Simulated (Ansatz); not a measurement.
System: hcp Ru. Method: HSE06 (Ansatz, a quantum-chemistry and plane-wave program, plane waves, PAW).

Input:

Ansatz 0.2 input:
```yaml
crystal:
  lattice:
    - [1.3529, -2.343292, 0.0]
    - [1.3529, 2.343292, 0.0]
    - [0.0, 0.0, 4.2816]
  atoms:
    - { symbol: Ru, position: [0.33333333, 0.66666667, 0.25] }
    - { symbol: Ru, position: [0.66666667, 0.33333333, 0.75] }
basis:
  ecutwfc: 460
  ecutrho_ratio: 4
  xc_grid: 2
kpoints:
  mp_grid: { grid: [12, 12, 6] }
hamiltonian:
  xc: hse06
  dispersion: none
  pseudopotentials: { kind: paw }
scf:
  occupations: { method: fermi_dirac, width: 0.05 }
  convergence: { dr2_threshold: 0.0000000002 }
output:
  forces: true
  stress: true
  eigenvalues: true
```

From the output:

```
WARN output.stress: scf.exx.energy_threshold = 1e-6 eV is looser than the 2e-8 eV advised for a stress under a hybrid functional (1e-8 eV for each atom of the …
Crystal: 2 atoms, lattice volume = 27.147 Å³
Basis set: ecut = 460 eV, 615 PW (Γ), exchange–correlation on 40×40×60 points (8 copies of the dense FFT grid, shifted against one another)
Bands: 20, of which v1, the nominal top of the filled ones, is band 16 counted from 1 (15 counted from 0)
Symmetry: 24 space group operations
Space group: P63/mmc (ITA 194), of the structure as read, at distance tolerance 3.0e-5 Å
k-points: 76 of 864
SCF iter   1: F=—  HF=-11757.384167 eV  |F-HF|=—  |Δ(HF+E_count)|=         —  Δρ=7.30e-3  dr2=3.67e-3
SCF iter   2: F=—  HF=-11757.386348 eV  |F-HF|=—  |Δ(HF+E_count)|=   2.18e-3  Δρ=4.06e-3  dr2=1.05e-3
  ...
SCF 1 converged in 7 iterations: F = -11757.387309 eV  dr2 = 8.20e-12
Crystal: 2 atoms, lattice volume = 27.147 Å³
Initial density: handed on by an earlier stage of this run
Crystal: 2 atoms, lattice volume = 27.147 Å³
SCF iter   5: F=—  HF=-11760.597798 eV  |F-HF|=—  |Δ(HF+E_count)|=   2.13e-8  Δρ=4.11e-6  dr2=1.56e-9
SCF iter   6: F=-11760.597798 eV  HF=-11760.597798 eV  |F-HF|=5.82e-11  |Δ(HF+E_count)|=   1.78e-9  Δρ=1.47e-6  dr2=1.61e-10
SCF 3 converged in 6 iterations: F = -11760.597798 eV  dr2 = 1.61e-10
Free energy (F): -11760.597799 eV
Internal energy: -11760.588539 eV  (E = F + TS)
E sigma→0 (E₀):  -11760.593169 eV
Fermi energy:    23.179822 eV
--- Forces (eV/Å), atoms counted from 1 ---
  atom   1  Ru    -0.00000000     0.00000000     0.00000000
  atom   2  Ru     0.00000000    -0.00000000     0.00000000
--- Stress (GPa, compression-positive) ---
       -9.321539      -0.000000       0.000000
       -0.000000      -9.321539       0.000000
        0.000000       0.000000     -10.860899
  P = ⅓ Tr σ = -9.8347 GPa (-98.347 kbar)
```

The PAW data were made under PBE.

Note: cell and atoms aren't relaxed at this level (pressure -9.8 GPa).

Computing time: very roughly 90 core-seconds.
